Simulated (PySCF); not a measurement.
Gas-phase reaction: AlH2Cl + H2 ⇌ AlH3 + HCl

Computed with PySCF and rigid-rotor harmonic-oscillator thermochemistry at 1 bar. † marks an energy on the PBE0/def2-TZVP geometry and frequencies; other levels use their own. 6-31G* has spherical d functions here. All species are closed-shell singlets. B3LYP is the form with VWN-RPA correlation. AlH2Cl, AlH3: computed as isolated molecules; such fragments, hydroxides, amides, oligomers or adducts are transient or little studied in the gas. The harmonic model lacks anharmonicity and excited electronic states, which grow with temperature; levels with a mode under 35 cm⁻¹ are left out.

```csv
level,"ΔE electronic, kJ","ΔH°(298 K), kJ","ΔS°(298 K), J/K","ΔG°(2500 K), kJ"
B3LYP/6-31G*,158,158,11,147
PBE/def2-SVP,150,151,10,140
PBE/def2-TZVP†,150,151,11,141
PBE0/def2-QZVP†,147,148,11,138
PBE0/def2-SVP†,148,149,11,139
```
ΔH° is lowest at PBE0/def2-QZVP† and highest at B3LYP/6-31G*. No reference value is set beside these.
